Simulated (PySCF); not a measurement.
These are TPSSh-D3(BJ)/def2-TZVP (PySCF 2.14.0) values and carry that method's errors. All species are isolated molecules in the gas phase. 

Reference species (SMILES): `[AlH3]` (neutral, multiplicity 1).

```json
{
  "dipole_moment": "0.00 D"
}
```

Changed species: `[Cl][Al]([Cl])[Cl]` (whole molecule; the reference has whole molecule).

**Question.** Predict the effect on the dipole moment.

**Answer.** the dipole moment stays essentially unchanged.
